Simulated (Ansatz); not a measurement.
# AlO (doublet): wave-function methods side by side, 6-31G

Aim: climb from Hartree-Fock through coupled cluster and multireference methods for AlO (doublet) at one geometry and basis, and see what each rung misses.

Computed with Ansatz 0.2.0, Gaussian basis. Level: 6-31G, core rule «outside noble gas», up to 6 orbitals frozen.

Plan: UHF; CCSD(T) on ROHF; CCSD(T) on UHF; BCCD(T) on ROHF; CISD; CCSDT(Q) on ROHF; CCSDT(Q) on UHF; CISDTQ; CCSDTQ on ROHF; CCSDTQ on UHF; CASSCF and MRCISD+Q, 9 electrons in 8 orbitals; CASSCF and NEVPT2, 9 electrons in 8 orbitals; Full CI.

18 further runs of the same task are left out: 5 for a known fault of the program, 5 that didn't finish, 8 set aside as unsound or not needed.

**1. What is computed**

The geometry is a PBE0/def2-TZVP stationary point (not a proven minimum).

2 atoms, charge 0, spin multiplicity 2.

Atoms are counted from 1 here; the program's logs count them from 0.

Bond lengths: Al1–O2 1.620 Å.

**2. UHF**

File in.yaml:

```yaml
crystal:
  periodic: [false, false, false]
  atoms:
    - {symbol: Al, position_ang: [0.000000, 0.000000, 0.000000]}
    - {symbol: O, position_ang: [0.000000, 0.000000, 1.620001]}
basis:
  gaussian: {orbitals: 6-31G}
magnetization: {spin_polarized: true, initial_magnetization: 1}
hamiltonian: {xc: hf}
output: {orbitals: {seedname: orbitals}}
```

On the command line:

```
$ ansatz run in.yaml --threads 1 --pin off --events-out ev --progress --plain --max-ram 2393MiB
```

After this run come: CCSD(T) on ROHF; CCSD(T) on UHF; BCCD(T) on ROHF; CISD; CCSDT(Q) on ROHF; CCSDT(Q) on UHF; CISDTQ; CCSDTQ on ROHF; CCSDTQ on UHF; CASSCF and MRCISD+Q, 9 electrons in 8 orbitals; CASSCF and NEVPT2, 9 electrons in 8 orbitals; Full CI.

Before running them: what should the planned runs give, taken together? Wanted: FCI below the RHF energy; RMP2 from FCI; UMP2 from FCI; RCCSD from FCI; RCCSD(T) from FCI; UCCSD(T) from FCI; RCCSDT(Q) from FCI; UCCSDT(Q) from FCI; NEVPT2 valence from FCI.

**Answer**, as computed:

| quantity | value |
| --- | --- |
| FCI below the RHF energy | -4.6586 eV |
| RMP2 from FCI | +1368.9 meV |
| UMP2 from FCI | +1212.8 meV |
| RCCSD from FCI | +240.3 meV |
| RCCSD(T) from FCI | +110.2 meV |
| UCCSD(T) from FCI | +111.2 meV |
| RCCSDT(Q) from FCI | -38.4 meV |
| UCCSDT(Q) from FCI | -36.4 meV |
| NEVPT2 valence from FCI | +512.5 meV |
| MRCISD+Q valence from FCI | +129.3 meV |
| levels within 1 kcal/mol (43 meV) | RCCSDT, UCCSDT, RCCSDT(Q), UCCSDT(Q), RCCSDTQ, UCCSDTQ |
| T1 diagnostic | 0.142 |
| effectively unpaired electrons | 1.13 |

**Reading.** RCCSD(T) lands +110.2 meV from the yardstick (2.4 % of the correlation energy). RCCSDT(Q), UCCSDT(Q), UCCSDTQ fall below full CI: unrestricted runs freeze a spin-polarised core, another one than full CI's, and coupled cluster isn't variational. The occupations are near whole numbers, but T1 = 0.142 shows that the orbitals relax strongly. Of the multireference levels listed MRCISD+Q valence comes nearest in total energy (+129.3 meV), which doesn't show that its space is the better one. Coupled cluster took another determinant than the lowest Hartree-Fock one. These misses are within one basis, not against nature; the frozen cores of restricted and unrestricted runs differ, which can shift their rows.
